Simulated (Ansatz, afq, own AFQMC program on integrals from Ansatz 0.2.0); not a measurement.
Integrals from Ansatz 0.2.0, then the random walk in our own AFQMC program (afq).

```yaml
crystal:
  periodic: [false, false, false]
  atoms:
    - {symbol: Ge, position_ang: [0.000000, 0.000887, 0.928719]}
    - {symbol: Al, position_ang: [0.000000, 0.001057, -2.428281]}
    - {symbol: H, position_ang: [0.000000, 1.409013, 1.553653]}
    - {symbol: H, position_ang: [1.232737, -0.738763, 1.489790]}
    - {symbol: H, position_ang: [-1.232737, -0.738763, 1.489790]}
    - {symbol: H, position_ang: [0.000000, 1.358207, -3.252310]}
    - {symbol: H, position_ang: [0.000000, -1.381882, -3.209039]}
basis:
  gaussian: {orbitals: 6-31G}
magnetization: {spin_polarized: true, initial_magnetization: 0}
correlation: {method: ccsd_t, electrons: outside_noble_gas, hamiltonian_folder: ham}
```

```sh
$ ansatz run in.yaml --threads 1 --pin off --events-out ev --progress --plain --max-ram 1382MiB
```

afq runs on the folder ham with

```
--method phaseless --trial cisd --walkers 60 --populations 1 --least-time 40 --time-step 0.005 --steps-per-block 50 --equilibration-blocks 40 --max-blocks 300 --target-error 0.00084 --factor-cut 1e-05 --start spin_pure --seed 9508 --release-times 0.24,0.51,0.99,1.62,2.4 --release-step 0.03 --release-every 4 --taylor-order 6
```

Times are imaginary, in 1/Eh. The walk had a cap of 981 s. Filled inner d shells are frozen with the cores.

Log:

```
orbitals 33  electrons 6 6  factors 262 of 548
reference energy -2319.72763680 Eh
CCSD correlation -0.13573615 Eh in 11 cycles, weight of the determinant in the CISD state 0.8790
energy of the start -2319.863373 Eh
 block  time / (1/Eh)  mean weight  energy / Eh
     1     0.250  0.9978  -2319.861535
     2     0.500  1.0013  -2319.861123
     3     0.750  1.0013  -2319.861539
     4     1.000  0.9987  -2319.862604
     5     1.250  1.0000  -2319.863374
     7     1.750  0.9990  -2319.863241
     9     2.250  1.0007  -2319.863889
    11     2.750  0.9988  -2319.865306
    21     5.250  1.0004  -2319.865928
    31     7.750  0.9993  -2319.867261
    41    10.250  0.9993  -2319.867584
    51    12.750  1.0006  -2319.865650
    61    15.250  1.0005  -2319.866945
    71    17.750  0.9995  -2319.865122
    81    20.250  0.9999  -2319.869093
    91    22.750  0.9996  -2319.866746
   101    25.250  1.0000  -2319.865257
   111    27.750  0.9986  -2319.865437
   121    30.250  0.9993  -2319.868965
   126    31.500  0.9918  -2319.860418
   131    32.750  1.0004  -2319.865098
   141    35.250  1.0004  -2319.873451
   151    37.750  1.0007  -2319.864789
   161    40.250  0.9992  -2319.864492
   171    42.750  1.0015  -2319.865339
   181    45.250  1.0001  -2319.866317
   191    47.750  0.9999  -2319.865475
   196    49.000  1.0004  -2319.867819
blocks merged  error / Eh  count
     1  0.000161  160
     2  0.000210  80
     4  0.000260  40
     8  0.000288  20
    16  0.000358  10
released: time / (1/Eh)  energy / Eh  error  mean overlap
  0.24  -2319.867166  0.000353  0.9972
  0.51  -2319.867121  0.000281  0.9902
  0.99  -2319.867492  0.000239  0.9833
  1.62  -2319.867211  0.000324  0.9989
  2.40  -2319.867191  0.000287  1.0029
energy -2319.866798 +/- 0.000288 Eh
(rows thinned)
```

The run passed its tests (sampling time, drift between the halves within three errors, error under three times the target), which doesn't prove that it has relaxed.

Against this walk (error 7.8 meV) on the same determinant: CCSD(T) 20.1 meV higher. The error is statistical and leaves out the bias of the constraint. None of these is a sure reference here. Released to 2.40 1/Eh the energy moves by -11 ± 11 meV (both errors), within twice the noise.

Cautions: constraint bias not in the error; no relativity below Rb; no spin-orbit coupling; inner d shell frozen; the determinant is a saddle point among determinants of its kind.

The walk took 3 min on 1 thread of Arm Neoverse V2, with other jobs on the host. The log's last line is the phaseless energy.

A walk keeps the symmetry of its determinant, which the program's search chose and which needn't be the lowest solution, so a lower state of the same spin and another symmetry isn't excluded.
